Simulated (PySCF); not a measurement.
Gas-phase reaction: SiCl + 3 H ⇌ SiH3Cl

Energies from PySCF, thermal terms from the rigid-rotor harmonic-oscillator model, ideal gas at 1 bar. 'Table' is the NASA 1993 thermochemical table (part measured, part estimated). After a fit of one offset per element over all species, the range-separated, M06-2X, PBE0/def2-QZVP and CCSD(T)/def2-TZVPP enthalpies, where run, lie to one side of the table for SiCl (-55 kJ/mol): a fault of the table's entry, another state or a shared error of the levels is possible; this was not checked at source. † marks an energy on the PBE0/def2-TZVP geometry and frequencies; other levels use their own. MP2 and CCSD(T) freeze the core. Open shells (unrestricted): SiCl (multiplicity 2, electronic degeneracy 4), H (multiplicity 2); the rest are closed-shell singlets. Spin-orbit splitting is ignored; it lowers the true energy and changes the entropy of SiCl. For this reaction the table lies outside the span of B3LYP, CCSD(T), M06-2X, MP2, PBE0, r2SCAN, ωB97M-V, ωB97X-V in their largest bases here; which side is off was not settled. MP2 isn't extrapolated to the basis-set limit; its ΔH°(298 K) is -878.1 kJ in def2-SVP and -914.0 kJ in def2-TZVPP. CCSD(T) isn't extrapolated to the basis-set limit; its ΔH°(298 K) is -896.9 kJ in def2-SVP and -931.7 kJ in def2-TZVPP. The harmonic model lacks anharmonicity and excited electronic states, which grow with temperature; levels with a mode under 35 cm⁻¹ are left out. The table's entry may be an old estimate for SiCl, SiH3Cl (not checked at source).

```csv
level,"ΔH°(298 K), kJ",minus table,"ΔG°(800 K), kJ"
table,-994.2,-,-718.8
BLYP/def2-TZVP†,-900.5,93.7,-624.8
CCSD(T)/def2-SVP†,-896.9,97.3,-621.2
CCSD(T)/def2-TZVPP†,-931.7,62.5,-656.0
HF/def2-TZVP†,-759.5,234.7,-483.8
M06-2X/def2-TZVP†,-925.3,68.9,-649.6
MP2/def2-SVP†,-878.1,116.1,-602.4
PBE0/def2-QZVP†,-910.5,83.7,-634.8
PBE0/def2-TZVP,-909.4,84.8,-633.7
r2SCAN/def2-TZVP†,-930.9,63.3,-655.2
LDA/def2-TZVP†,-993.5,0.7,-717.8
```
